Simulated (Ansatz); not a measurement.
Turn this script for Ansatz 0.2.0 through its Python package into the input file that the command-line program reads.

`cas_ch2os.py`
```python
"""Static correlation in CH2OS: natural occupations of an active space."""

import ansatz as az
from ase import Atoms

atoms = Atoms(["O", "C", "S", "H", "H"], positions=[
    (-0.8992, -0.3065, 0.1201),
    (0.3612, 0.0175, 0.056),
    (1.3082, -0.6274, 1.2072),
    (-1.3545, 0.1775, -0.6208),
    (0.6342, 0.6653, -0.804),
])
molecule = az.Crystal.molecule_from_ase(atoms)

calc = (
    molecule.calculation()
    .basis(gaussian="6-31G*")  # the orbital basis, by name
    .correlation(active_electrons=6, active_orbitals=6)
)
for method in [None]:
    r = (calc if method is None else calc.correlation(method)).run().report
    space = r["configurations"]
    state = space["states"][0]
    print(method or "casscf", f"total {r['free_energy_ev'] / 27.211386246:.6f} Ha, active-space state {state['energy']['hartree']:.6f} Ha, mean field {r['reference_energy_ev'] / 27.211386246:.6f} Ha")
    print("  determinants", state["n_determinants"], " natural occupations", [round(n, 3) for n in space["natural_occupations"]])
print("effectively unpaired electrons, sum of min(n, 2 - n):", round(sum(min(n, 2 - n) for n in space["natural_occupations"]), 3))
```

```console
$ python cas_ch2os.py
casscf total -511.438995 Ha, active-space state -511.438995 Ha, mean field -511.366590 Ha
  determinants 400  natural occupations [1.979, 1.973, 1.932, 0.07, 0.027, 0.02]
effectively unpaired electrons, sum of min(n, 2 - n): 0.233
```

`input.yaml`:
```yaml
crystal:
  periodic: [false, false, false]
  atoms:
    - { symbol: O, position_ang: [-0.8992, -0.3065, 0.1201] }
    - { symbol: C, position_ang: [0.3612, 0.0175, 0.056] }
    - { symbol: S, position_ang: [1.3082, -0.6274, 1.2072] }
    - { symbol: H, position_ang: [-1.3545, 0.1775, -0.6208] }
    - { symbol: H, position_ang: [0.6342, 0.6653, -0.804] }
basis:
  gaussian:
    orbitals: "6-31G*"
correlation:
  active_space:
    window:
      electrons: 6
      orbitals: 6
```

Notes:
- Total energies depend on the basis set; only differences at equal settings carry meaning.
- The geometry is a force-field or estimated start, not a minimum of this method, and the basis set is short of its limit. The active space starts as a window about the frontier orbitals and is then optimised, not chosen by chemistry.
- Wall time of the script: 2.7 s on 1 thread of Arm Neoverse V1, on a shared host, peak memory 0.17 GiB.

(Lines on the test bed's own set-up are left out of the output.)
